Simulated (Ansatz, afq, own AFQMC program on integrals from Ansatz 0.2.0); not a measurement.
Integrals from Ansatz 0.2.0, then the random walk in our own AFQMC program (afq).

```yaml
crystal:
  periodic: [false, false, false]
  atoms:
    - {symbol: Cu, position_ang: [0.000000, 0.000000, 0.000000]}
    - {symbol: S, position_ang: [0.000000, 0.000000, 2.084103]}
basis:
  gaussian: {orbitals: def2-TZVPP}
magnetization: {spin_polarized: true, initial_magnetization: 1}
correlation: {method: ccsd_t, electrons: outside_noble_gas, hamiltonian_folder: ham}
```

```sh
$ ansatz run in.yaml --threads 1 --pin off --events-out ev --progress --plain --max-ram 16896MiB --backend cuda --devices 0, --max-vram 18GiB
```

Options of the walk:

```
--method phaseless --trial hf --walkers 200 --populations 10 --least-time 40 --time-step 0.005 --steps-per-block 20 --equilibration-blocks 160 --max-blocks 4000 --target-error 0.0012000 --factor-cut 1e-05 --start spin_pure --seed 8993 --taylor-order 6
```

Times are imaginary, in 1/Eh. The walk had a cap of 47 s. With eight or more populations the least sampling time is a fifth of least-time, and the error comes from their spread.

Log:

```
orbitals 92  electrons 9 8  factors 667 of 694
reference energy -2036.47269284 Eh
CCSD correlation -0.60034024 Eh in 17 cycles, weight of the determinant in the CISD state 0.8342
energy of the start -2036.472839 Eh
 block  time / (1/Eh)  mean weight  energy / Eh
     1     0.100  1.0028  -2036.748830
     2     0.200  1.0034  -2036.873725
     3     0.300  1.0062  -2036.941027
     4     0.400  1.0094  -2036.971354
     5     0.500  1.0050  -2036.959354
     7     0.700  1.0001  -2036.997047
     9     0.900  0.9993  -2037.033382
    13     1.300  0.9991  -2037.087195
    37     3.700  1.0016  -2037.137477
    61     6.100  0.9976  -2037.117530
    73     7.300  0.9973  -2037.033372
    85     8.500  0.9991  -2037.070225
   109    10.900  0.9984  -2037.131112
   133    13.300  1.0052  -2037.174482
   157    15.700  1.0001  -2037.053282
   181    18.100  1.0011  -2037.055426
   205    20.500  0.9962  -2037.083885
   229    22.900  0.9989  -2037.096253
   253    25.300  0.9977  -2037.057322
   277    27.700  0.9976  -2037.117923
   301    30.100  1.0012  -2037.059147
   325    32.500  0.9987  -2037.118876
   349    34.900  1.0003  -2037.036000
   373    37.300  0.9972  -2037.127578
   397    39.700  0.9992  -2037.046440
   421    42.100  0.9988  -2037.098176
   445    44.500  1.0020  -2037.128933
   469    46.900  0.9991  -2037.118007
   493    49.300  0.9982  -2037.081911
error from the spread of 10 populations
energy -2037.093405 +/- 0.003094 Eh
(rows thinned)
```

The run passed its tests (sampling time, drift between the halves within three errors, error under three times the target), which doesn't prove that it has relaxed, ending at its cap on processor time.

Against this walk (error 84.2 meV) on the same determinant: CCSD(T) 196.1 meV lower, a separate phaseless walk with a CISD trial and standard settings 158.9 ± 85.9 meV lower (within the noise). The error is statistical and leaves out the bias of the constraint. None of these is a sure reference here.

Cautions: constraint bias not in the error; error above the target (84.2 against 32.7 meV); no relativity below Rb; outer-core shells of the metal frozen; so few walkers bias the energy.

The walk took 47 s on 1 × NVIDIA H100 80GB HBM3 with 2 threads of AMD EPYC 7R13 Processor (Zen 3) (shared host) (the card was shared). The log's last line is the phaseless energy.

A walk keeps the symmetry of its determinant, which the program's search chose and which needn't be the lowest solution, so a lower state of the same spin and another symmetry isn't excluded.
